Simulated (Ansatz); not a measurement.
A single point on ClHMgO (`[OH][Mg][Cl]`).

```yaml
crystal:
  periodic: [false, false, false]
  atoms:
    - {symbol: O, position_ang: [-0.399249, 1.038606, -0.364318]}
    - {symbol: Mg, position_ang: [0.239712, -0.514837, 0.124829]}
    - {symbol: Cl, position_ang: [1.066602, -2.447367, 0.689983]}
    - {symbol: H, position_ang: [-0.851466, 1.863298, -0.470895]}
basis:
  gaussian: {orbitals: def2-TZVPP}
hamiltonian: {xc: pbe}
correlation: {method: rpa}
```

```sh
$ ansatz run in.yaml --threads 4 --pin off --events-out ev --progress --plain --max-ram 10444MiB
```

Shortened log:

```
Functional definition: PBE
805 factors; integrals over basis functions are off by at most 1.2e-3 eV
mean field evaluation 1: about -20014.5207 eV, gradient 7.5e1 eV
mean field evaluation 2: about -20014.5221 eV, gradient 7.5e1 eV
mean field evaluation 4: about -20021.4281 eV, gradient 3.3e1 eV
mean field evaluation 8: about -20024.2521 eV, gradient 3.5e-1 eV
mean field evaluation 16: about -20024.2514 eV, gradient 9.8e-5 eV
mean field -20024.25144006 eV, -735.8776674969 hartree, gradient 3.0e-6 eV, S^2 0.000000; 0 other end points of the search recorded, 0 dependent functions left out
7 core orbitals not correlated: weight in the atoms' cores, before any rotation towards them, 1.000 or more for the frozen orbitals, at most 0.000 for the correlated occupied ones
reference -19992.23708217 eV, -734.7011615449 hartree; 12, 12 occupied and 100, 100 virtual orbitals, 805 factors
Total energy: -20018.60095211 eV, -735.6700158951 hartree
```

Hardware: 4 threads of an Arm Neoverse V1 on a shared host. Wall time 1.1 s, peak host memory 0.27 GiB.
